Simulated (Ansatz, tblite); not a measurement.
Forces on the cluster Li₃H₆⁻ at its PBE-D4/def2-TZVPD geometry. The state is a singlet with charge -1.

The xTB rows come from tblite. At PBE-D4/def2-TZVPD the highest occupied level of the charge -1 singlet lies above zero (up to 0.02 eV). The electron is either unbound and held by the finite basis, or the level is raised by self-interaction error. In the singlet, H7 and H9 lie 0.77 Å apart (atoms count from 1), so H2 has formed as a molecule. Another isomer (singlet) lies 0.49 eV lower at PBE0-D4/def2-TZVPD; other spin states weren't run for this one.

GFN1-xTB (tblite), largest force 0.80 eV/Å:

```xyz
9
positions Å, forces eV/Å
Li    0.276   -1.031    0.504   -0.082    0.422    0.620
Li    0.705   -0.937   -1.512    0.121    0.003   -0.370
Li   -0.769    1.182   -0.651   -0.090    0.316    0.091
H    -1.597    2.698   -0.703    0.278   -0.561    0.082
H     1.241   -2.248   -0.408   -0.082    0.063    0.160
H    -1.008   -0.725   -0.803   -0.156    0.032   -0.022
H    -0.157    0.101    2.216   -0.455   -0.540    0.382
H     1.023    0.481   -0.355    0.176    0.156   -0.509
H     0.287    0.479    1.714    0.291    0.108   -0.433
```

GFN2-xTB (tblite), largest force 1.15 eV/Å:

```
Li -0.038 -0.150 0.268
Li 0.091 -0.063 -0.333
Li -0.391 0.659 0.009
H 0.345 -0.631 0.025
H -0.055 0.034 0.069
H -0.771 -0.430 -0.159
H -0.359 -0.247 0.542
H 0.949 0.634 -0.100
H 0.230 0.194 -0.320
```

PBE-D4/def2-TZVPD (Ansatz), largest force 0.01 eV/Å:

```
Li -0.002 0.000 -0.006
Li -0.003 -0.006 -0.004
Li -0.004 -0.001 0.000
H 0.002 -0.001 -0.002
H 0.005 0.007 0.001
H -0.002 0.006 0.003
H 0.003 0.001 -0.001
H 0.004 -0.004 0.005
H -0.003 -0.001 0.004
```
